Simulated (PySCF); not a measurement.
AlF₃, SMILES [F][Al]([F])[F] (connectivity only; charge and spin as stated), charge -1, multiplicity 2. Atoms are numbered in the order given.

```xyz
4

Al     0.0000     0.0000     0.0000
F     -1.7230     0.0000     0.0000
F      0.8615    -1.4921     0.0000
F      0.8615     1.4921     0.0000
```
Charge -1, spin multiplicity 2.

Coordinates come from a TPSSh-D3(BJ)/def2-SVPD optimisation. A frequency run showed that this geometry is not a minimum. The multiplicity is an assumed one; other spin states were not compared. The isomer is the one that the SMILES or the coordinates give; other isomers of the formula were not compared.

All values below come from B3LYP/pcH-1 run with PySCF.

Unrestricted Kohn–Sham, ⟨S²⟩ = 0.751. Hyperfine tensors hold the contact and dipolar terms, without spin-orbit corrections.

Computed hyperfine couplings:
```json
[
 {"nucleus": "27Al no. 1", "A(iso) (MHz)": "1350.4", "A(iso) (G)": "481.9", "dipolar principal values (MHz)": "-3.0, -3.0, 6.1"},
 {"nucleus": "19F no. 2", "A(iso) (MHz)": "1398.5", "A(iso) (G)": "499.0", "dipolar principal values (MHz)": "-129.1, -98.4, 227.5"},
 {"nucleus": "19F no. 3", "A(iso) (MHz)": "1398.5", "A(iso) (G)": "499.0", "dipolar principal values (MHz)": "-129.2, -98.4, 227.5"},
 {"nucleus": "19F no. 4", "A(iso) (MHz)": "1398.5", "A(iso) (G)": "499.0", "dipolar principal values (MHz)": "-129.2, -98.4, 227.5"}
]
```

Task: And the g tensor (effective nuclear charges for spin-orbit coupling, GIAO)? (Estimate from the structure and the level; the computed values follow.)

Result: principal values 1.9996, 2.0001, 2.0001; isotropic 1.9999.
